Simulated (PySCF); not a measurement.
**Quadrupolar nuclei of 2-chloro-1,1-difluoroethane in NMR**

2-chloro-1,1-difluoroethane, C₂H₃ClF₂.
Geometry (PBE0-D3(BJ)/def2-SVP, Å), atoms numbered from 1 in this order:
```
atom  x, y, z in Å
F1    -0.106    0.329    1.691
C2     0.141   -0.431    0.610
F3    -0.668   -1.513    0.664
C4    -0.177    0.329   -0.657
Cl5    0.938    1.688   -0.884
H6     1.192   -0.766    0.647
H7    -1.204    0.714   -0.594
H8    -0.091   -0.345   -1.519
```

Computed at PBE0/pcSseg-1 (PySCF, non-relativistic):

```csv
atom,environment,nucleus,spin I,Q (b),CQ = χzz (MHz),η
Cl5,alkyl chlorine,35Cl,3/2,-0.0817,-79.979,0.043
```

At 21.15 T, set νQ = 3|CQ|/[2I(2I − 1)] beside the Larmor frequency (|g| × 7.62259 MHz/T × B; g(35Cl) = 0.54792), and give PQ = |CQ|√(1 + η²/3).

```csv
atom,PQ (MHz),νQ (MHz),ν0 (MHz),νQ/ν0
Cl5,80.00,39.99,88.33,0.453
```

For Cl5: PQ = 79.98 × 1.0003, νQ = 79.98 × 0.5000, ν0 = 4.1765 MHz/T × 21.15 T.

For Cl5 νQ isn't small against ν0, so the high-field expansions of solid-state NMR fail there at this field.

Solvent, lattice and vibrations would change these gradients. The structure is a single PBE0-D3(BJ)/def2-SVP conformer in the gas phase; no vibrational or solvent corrections. With a basis this small, the couplings can be 20 % off.
